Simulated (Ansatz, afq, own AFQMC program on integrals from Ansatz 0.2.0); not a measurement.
Two steps: Ansatz 0.2.0 writes the Fock matrix and Cholesky factors of the valence space, and afq projects on them the lowest state that overlaps trial and start.

```yaml
crystal:
  periodic: [false, false, false]
  atoms:
    - {symbol: Br, position_ang: [0.000000, 0.000000, -1.499000]}
    - {symbol: H, position_ang: [0.000000, 0.000000, 0.195000]}
    - {symbol: H, position_ang: [0.000000, 0.000000, 1.304000]}
basis:
  gaussian: {orbitals: cc-pVTZ}
magnetization: {spin_polarized: true, initial_magnetization: 1}
correlation: {method: ccsd_t, electrons: outside_noble_gas, hamiltonian_folder: ham}
```

```sh
$ ansatz run in.yaml --threads 1 --pin off --events-out ev --progress --plain --max-ram 16896MiB --backend cuda --devices 0, --max-vram 18GiB
```

Options of the walk:

```
--method phaseless --trial cisd --walkers 4000 --populations 20 --least-time 60 --time-step 0.005 --steps-per-block 50 --equilibration-blocks 28 --max-blocks 4000 --target-error 0.00018 --factor-cut 1e-05 --start spin_pure --seed 5496 --release-times 0.24,0.51,0.99,1.62,2.4 --release-step 0.03 --release-every 3 --taylor-order 6
```

Times are imaginary, in 1/Eh. The walk had a cap of 192 s. With eight or more populations the least sampling time is a fifth of least-time, and the error comes from their spread. Filled inner d shells are frozen with the cores.

```
orbitals 57  electrons 5 4  factors 365 of 426
reference energy -2573.53021330 Eh
CCSD correlation -0.20429239 Eh in 11 cycles, weight of the determinant in the CISD state 0.8994
energy of the start -2573.732038 Eh
 block  time / (1/Eh)  mean weight  energy / Eh
     1     0.250  1.0000  -2573.731994
     2     0.500  1.0000  -2573.734559
     3     0.750  0.9996  -2573.736885
     4     1.000  1.0001  -2573.738504
     5     1.250  1.0000  -2573.739277
     8     2.000  1.0002  -2573.741175
    11     2.750  0.9998  -2573.742048
    14     3.500  1.0000  -2573.742242
    17     4.250  0.9999  -2573.742082
    20     5.000  0.9997  -2573.742380
    23     5.750  1.0002  -2573.742789
    26     6.500  0.9998  -2573.742541
    29     7.250  1.0005  -2573.742631
    32     8.000  1.0000  -2573.742480
    35     8.750  0.9997  -2573.742042
    38     9.500  1.0000  -2573.742223
    41    10.250  0.9998  -2573.742811
    44    11.000  0.9998  -2573.742271
    47    11.750  0.9999  -2573.742030
    50    12.500  0.9999  -2573.742944
    53    13.250  1.0002  -2573.742049
    56    14.000  0.9999  -2573.741692
    59    14.750  1.0003  -2573.742416
    62    15.500  1.0000  -2573.742102
    65    16.250  1.0000  -2573.741816
    68    17.000  0.9999  -2573.742154
    71    17.750  1.0001  -2573.742220
    74    18.500  0.9993  -2573.741667
    76    19.000  0.9999  -2573.742964
    77    19.250  0.9998  -2573.742333
    78    19.500  0.9999  -2573.742199
error from the spread of 20 populations
released: time / (1/Eh)  energy / Eh  error  mean overlap
  0.24  -2573.742447  0.000078  0.9969
  0.51  -2573.742517  0.000075  0.9949
  0.99  -2573.742534  0.000098  0.9926
  1.62  -2573.742562  0.000076  0.9888
  2.40  -2573.742672  0.000081  0.9820
energy -2573.742246 +/- 0.000092 Eh
(rows thinned)
```

Question: Estimate how long the walk took on 1 × NVIDIA H100 80GB HBM3 with 2 threads of AMD EPYC 7R13 Processor (Zen 3) (shared host) (the card was shared).

Answer: 47 s of wall time.

The run passed its tests (sampling time, drift between the halves within three errors, error under three times the target), which doesn't prove that it has relaxed.

Against this walk (error 2.5 meV) on the same determinant: CCSD(T) 18.4 meV higher, CCSDT(Q) 9.4 meV lower. The error is statistical and leaves out the bias of the constraint. Released to 2.40 1/Eh the energy lies 12 ± 3 meV (both errors) below the phaseless value, which shows part or all of the bias of the constraint, and CCSDT(Q) lies 2.2 meV above the released value.

Cautions: constraint bias not in the error; no relativity below Rb; no spin-orbit coupling; inner d shell frozen; unrestricted determinant slightly spin contaminated (⟨S²⟩ 0.82 against 0.75).

CCSDT and higher add their correlation energy to the determinant of the CCSD(T) run, since their own runs factorise the integrals more tightly (a shift of under 2 meV). A walk keeps the symmetry of its determinant, which the program's search chose and which needn't be the lowest solution, so a lower state of the same spin and another symmetry isn't excluded.
